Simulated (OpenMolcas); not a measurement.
**CH6Si (methylsilane): methods side by side**

CH6Si has 8 atoms, charge 0, and is taken as a singlet. SMILES: `C[SiH3]`. The shape is that of a PBE0-D4/def2-TZVP optimisation.

Quantity: the dipole moment, in D. The values are calculated.

**What was measured.** NIST CCCBDB gives the dipole moment of the gas as 0.74 D.

```csv
level,kind,program,value (D),computed − measured
HF/def2-TZVP,Hartree–Fock,OpenMolcas,0.76,+0.02
SVWN5/def2-TZVP,LDA,OpenMolcas,0.85,+0.11
BLYP/def2-TZVP,GGA,OpenMolcas,0.83,+0.09
M06-L/def2-TZVP,meta-GGA,OpenMolcas,0.82,+0.08
r2SCAN/def2-TZVP,meta-GGA,OpenMolcas,0.87,+0.13
B3LYP/def2-TZVP,global hybrid,OpenMolcas,0.81,+0.07
BHLYP/def2-TZVP,global hybrid,OpenMolcas,0.78,+0.04
PBE0/def2-TZVP,global hybrid,OpenMolcas,0.83,+0.09
```

Nearest: HF/def2-TZVP (+0.02 D); farthest: r2SCAN/def2-TZVP (+0.13 D). The measured dipole is a vibrational average, so differences of a few hundredths of a debye mean little. Computed less measured by kind, in D (def2-TZVP rows): Hartree–Fock +0.02; LDA +0.11; GGA +0.09; meta-GGA +0.08 to +0.13; global hybrid +0.04 to +0.09. Magnitudes only: a small dipole may point the other way at some levels.
